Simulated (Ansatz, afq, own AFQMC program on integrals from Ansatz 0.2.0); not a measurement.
**CH$_{3}$N, triplet: AFQMC among the cluster methods**

```tsv
atom	x (Å)	y (Å)	z (Å)
N	0.0000	0.0582	0.5542
C	0.0000	-0.1584	-0.7297
H	0.0000	0.9667	1.0152
H	0.0000	-0.7270	1.1922
H	0.0000	0.8384	-1.2134
```

Connectivity, by distances: NH2–CH.

Basis cc-pVDZ. Only valence electrons are correlated. AFQMC by an in-house program on the Cholesky factors that Ansatz 0.2.0 writes for its CCSD(T) run. The CISD trial takes its coefficients from CCSD amplitudes. Released means that phaseless walkers are propagated on without the constraint, phases kept. Uncertainties: one standard error, sampling alone.

Determinant: UHF, the one that the program's search chose, which needn't be the lowest solution. The geometry is a PBE0/def2-TZVP stationary point of this or a neighbouring charge and spin state.

No full CI on the walks' own integrals is used here; CCSDT(Q) serves as the reference and is uncertain by about the last step of the cluster series.

Cautions: another spin lies lower (by 2.44 eV).

The T1 diagnostic is 0.0145 and the weight of the determinant in the CISD state is 0.903. The ⟨S²⟩ of the determinant is 2.012 and the size of the correlated space is 12 electrons in 41 orbitals.

(1) Estimate: order these by the size of their error in total energy against CCSDT(Q), smallest first.
A. MP2
B. CCSD(T)
C. phaseless AFQMC with a CISD trial
D. CCSD

(1) C (0.5 ± 0.3 kJ/mol), B (2.8 kJ/mol), D (20.3 kJ/mol), A (88.5 kJ/mol).

Reference: CCSDT(Q), correlation energy -8.040 eV.

A walk keeps the symmetry of its determinant, which the program's search chose and which needn't be the lowest solution, so a lower state of the same spin and another symmetry isn't excluded.
